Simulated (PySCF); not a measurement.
BeH, SMILES [BeH], multiplicity 2.

Geometry: PBE0-D3(BJ)/def2-TZVPD. The multiplicity is an assumed one; other spin states were not compared.

Level of theory: PBE0-D3(BJ)/def2-TZVPD run with PySCF.

Frequencies are harmonic and unscaled.

```json
[
 {"mode": "1", "ν (cm⁻¹)": "2030", "IR (km/mol)": "139.2", "moving atoms (share of kinetic energy)": "H 90 %, Be 10 %"}
]
```
